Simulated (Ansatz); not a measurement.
Geometry optimisation, RKS CAM-B3LYP/6-31G* (Ansatz 0.2.0).

Input file:

```yaml
crystal:
  periodic: [false, false, false]
  atoms:
    - { symbol: Si, position_ang: [0.387602, -0.244578, -0.493845] }
    - { symbol: "N", position_ang: [-0.255302, -0.251809, 2.461866] }
    - { symbol: H, position_ang: [-0.78781, -0.752412, 3.171233] }
    - { symbol: H, position_ang: [0.125501, 0.580979, 2.90739] }
    - { symbol: H, position_ang: [1.046289, -0.333922, -1.826507] }
    - { symbol: H, position_ang: [0.244743, 1.187571, -0.149833] }
    - { symbol: H, position_ang: [-0.925628, -0.920482, -0.577706] }
    - { symbol: H, position_ang: [1.257096, -0.924313, 0.477119] }
    - { symbol: H, position_ang: [0.55671, -0.843235, 2.209782] }
basis:
  gaussian: { orbitals: "6-31G*" }
hamiltonian:
  xc: cam_b3lyp
relax:
  f_tol: 0.03
  max_steps: 50
output:
  orbitals: {}
```

Launched with:

```bash
$ ansatz run input.yaml --threads 1 --pin off --max-ram 2048MiB --backend cpu --events-out ev --progress --plain --runs-dir out
```

**Question.** Where does it end, and by what steps?

**Answer.** The run converged. After 8 steps the energy has fallen by 0.139 eV; H9 moved furthest, 0.71 Å.

| step | energy less start (eV) | largest force component (eV/Å) | accepted |
| --- | --- | --- | --- |
| 0 | 0.0000 | 0.719 | yes |
| 1 | -0.0744 | 0.406 | yes |
| 2 | -0.0887 | 0.433 | yes |
| 3 | -0.1233 | 0.212 | yes |
| 4 | -0.1300 | 0.151 | yes |
| 5 | -0.0977 | 1.108 | no |
| 6 | -0.1362 | 0.047 | yes |
| 7 | -0.1378 | 0.187 | yes |
| 8 | -0.1394 | 0.009 | yes |

```xyz
9
Properties=species:S:1:pos:R:3
Si 0.428 -0.251 -0.496
N -0.089 -0.309 2.438
H -1.027 -0.627 2.671
H 0.021 0.613 2.853
H 0.694 -0.223 -1.966
H 0.356 1.159 -0.051
H -0.857 -0.962 -0.311
H 1.561 -0.975 0.125
H 0.561 -0.928 2.915
```

Whether the end is a true minimum wasn't checked by a vibrational analysis.

The run took 16 s on 1 thread of Arm Neoverse V1, on a shared host, peak memory 0.11 GiB.
